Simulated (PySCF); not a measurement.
An unknown is described by computed data only.

Formula: C6H4O2.

* NMR, other nuclei: isotropic shieldings of nuclei other than C and H, by class: 85 (2 O) ppm [GIAO PBE0/pcSseg-2]
* UV, first state: lowest singlet excitation: 5.30 eV (234 nm, f = 0.374) [TDDFT CAM-B3LYP/aug-cc-pVTZ]
* Triplet: lowest triplet excitation (Tamm–Dancoff): 3.44 eV [TDA CAM-B3LYP/aug-cc-pVTZ]
* Rotational structure: rotational constants A, B, C: 5.451, 2.275, 1.605 GHz [PBE0-D3(BJ)/def2-TZVP]
* 13C NMR: chemical shifts (computed TMS as zero) by class: 156.9 (2 C), 154.4 (2 C), 106.3 (2 C) ppm [GIAO PBE0/pcSseg-2]
* Dipole: 0.00 D [CAM-B3LYP/aug-cc-pVTZ]
* Polarisability: 72.9 au [CAM-B3LYP/aug-cc-pVTZ]

The electronic properties come from PySCF, for the isolated species, density fitting. Levels stand in brackets. Isolated species at its PBE0-D3(BJ)/def2-TZVP geometry, gas phase. Each NMR value is the plain mean over a class of atoms that symmetry, rotation or inversion makes alike.

Problem. Propose a structure and show how it fits.

Solution. Numbering: `[cH:1]1[cH:2][c:3]2[o:4][cH:5][cH:6][c:7]2[o:8]1`. Its formula, C6H4O2, gives 5 degrees of unsaturation: 2 rings and 3 π bonds in the structure found (Kekulé form). 6 carbons fall into 3 classes; from least to most shielded: ring-fusion aromatic carbon [C3/C7] (156.9 ppm, 2 C), aromatic CH next to a ring oxygen [C1/C5] (154.4 ppm, 2 C), aromatic CH carbon [C2/C6] (106.3 ppm, 2 C). The other shieldings belong to: 85 ppm, furan-type oxygen [O4/O8]. The vanishing dipole is forced by symmetry. The optimised geometry has point group C2h and is an asymmetric top. Structure: `o1c2c(occ2)cc1`. The assignments are read from this structure; whether some other isomer fits the data as well wasn't checked.
